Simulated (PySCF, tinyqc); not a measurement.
Inside a calculation. Method: MP2 on RHF in the sto-6g basis, frozen core, for CH2, spin multiplicity 1. The lowest restricted solution is unstable here: a spin-polarised one lies 0.0351 hartree lower (PySCF). One step of it, computed by the program tinyqc.

Question. Iteration 1: diagonalisation and new density. Diagonalise F' = X^T F X, C = X C', fill 4 alpha and 4 beta electrons from the bottom; D = 2 C_occ C_occ^T. Each column has its largest component positive (the first on a tie).

Fock matrix F (hartree), order 1C 1s, 1C 2s, 1C 2px, 1C 2py, 1C 2pz, 2H 1s, 3H 1s:
$$\begin{pmatrix}
-11.109834 & -2.873029 & 0.000000 & 0.000000 & -0.021580 & -0.936947 & -0.936947 \\
-2.873029 & -1.572051 & 0.000000 & 0.000000 & -0.180615 & -0.903599 & -0.903599 \\
0.000000 & 0.000000 & 0.044578 & 0.000000 & 0.000000 & 0.000000 & 0.000000 \\
0.000000 & 0.000000 & 0.000000 & -0.163033 & 0.000000 & -0.283897 & 0.283897 \\
-0.021580 & -0.180615 & 0.000000 & 0.000000 & -0.072199 & -0.269529 & -0.269529 \\
-0.936947 & -0.903599 & 0.000000 & -0.283897 & -0.269529 & -0.579667 & -0.435218 \\
-0.936947 & -0.903599 & 0.000000 & 0.283897 & -0.269529 & -0.435218 & -0.579667
\end{pmatrix}$$

X, order 1C 1s, 1C 2s, 1C 2px, 1C 2py, 1C 2pz, 2H 1s, 3H 1s:
$$\begin{pmatrix}
-0.250967 & 0.000000 & 0.797428 & 0.000000 & -0.596377 & 0.000000 & 0.150221 \\
1.421696 & 0.000000 & -0.354601 & 0.000000 & -0.303801 & 0.000000 & 0.409825 \\
0.000000 & 0.000000 & 0.000000 & 1.000000 & 0.000000 & 0.000000 & 0.000000 \\
0.000000 & 1.118770 & 0.000000 & 0.000000 & 0.000000 & 0.639125 & 0.000000 \\
0.738531 & 0.000000 & 0.597545 & 0.000000 & 0.664380 & 0.000000 & 0.205915 \\
-0.969452 & -0.960854 & -0.135621 & 0.000000 & 0.107495 & 0.372083 & 0.359492 \\
-0.969452 & 0.960854 & -0.135621 & 0.000000 & 0.107495 & -0.372083 & 0.359492
\end{pmatrix}$$

Give: F' = X^T F X; orbital energies; coefficients C; D after iteration 1.

Answer.

F' = X^T F X (hartree):
$$\begin{pmatrix}
0.6963 & 0.0000 & 0.5671 & 0.0000 & -0.2447 & 0.0000 & -0.0268 \\
0.0000 & 0.7499 & 0.0000 & 0.0000 & 0.0000 & 0.0990 & 0.0000 \\
0.5671 & 0.0000 & -5.3258 & 0.0000 & 4.9713 & 0.0000 & -2.1037 \\
0.0000 & 0.0000 & 0.0000 & 0.0446 & 0.0000 & 0.0000 & 0.0000 \\
-0.2447 & 0.0000 & 4.9713 & 0.0000 & -4.8216 & 0.0000 & 2.2472 \\
0.0000 & 0.0990 & 0.0000 & 0.0000 & 0.0000 & -0.3766 & 0.0000 \\
-0.0268 & 0.0000 & -2.1037 & 0.0000 & 2.2472 & 0.0000 & -1.9804
\end{pmatrix}$$

orbital energies (hartree): MO1 -11.1131, MO2 -1.0124, MO3 -0.3853, MO4 -0.0963, MO5 0.0446, MO6 0.7586, MO7 0.7904

coefficients C, order 1C 1s, 1C 2s, 1C 2px, 1C 2py, 1C 2pz, 2H 1s, 3H 1s:
$$\begin{pmatrix}
0.9951 & -0.2226 & 0.0000 & 0.1135 & 0.0000 & 0.0000 & -0.1566 \\
0.0224 & 0.6939 & 0.0000 & -0.6167 & 0.0000 & 0.0000 & 1.2430 \\
0.0000 & 0.0000 & 0.0000 & 0.0000 & 1.0000 & 0.0000 & 0.0000 \\
0.0000 & 0.0000 & 0.5395 & 0.0000 & 0.0000 & 1.1701 & 0.0000 \\
0.0047 & 0.1122 & 0.0000 & 0.7586 & 0.0000 & 0.0000 & 0.8934 \\
-0.0043 & 0.2461 & 0.4542 & 0.2639 & 0.0000 & -0.9249 & -0.9843 \\
-0.0043 & 0.2461 & -0.4542 & 0.2639 & 0.0000 & 0.9249 & -0.9843
\end{pmatrix}$$

D after iteration 1, order 1C 1s, 1C 2s, 1C 2px, 1C 2py, 1C 2pz, 2H 1s, 3H 1s:
$$\begin{pmatrix}
2.1051 & -0.4042 & 0.0000 & 0.0000 & 0.1316 & -0.0583 & -0.0583 \\
-0.4042 & 1.7245 & 0.0000 & 0.0000 & -0.7798 & 0.0158 & 0.0158 \\
0.0000 & 0.0000 & 0.0000 & 0.0000 & 0.0000 & 0.0000 & 0.0000 \\
0.0000 & 0.0000 & 0.0000 & 0.5821 & 0.0000 & 0.4900 & -0.4900 \\
0.1316 & -0.7798 & 0.0000 & 0.0000 & 1.1761 & 0.4556 & 0.4556 \\
-0.0583 & 0.0158 & 0.0000 & 0.4900 & 0.4556 & 0.6731 & -0.1521 \\
-0.0583 & 0.0158 & 0.0000 & -0.4900 & 0.4556 & -0.1521 & 0.6731
\end{pmatrix}$$
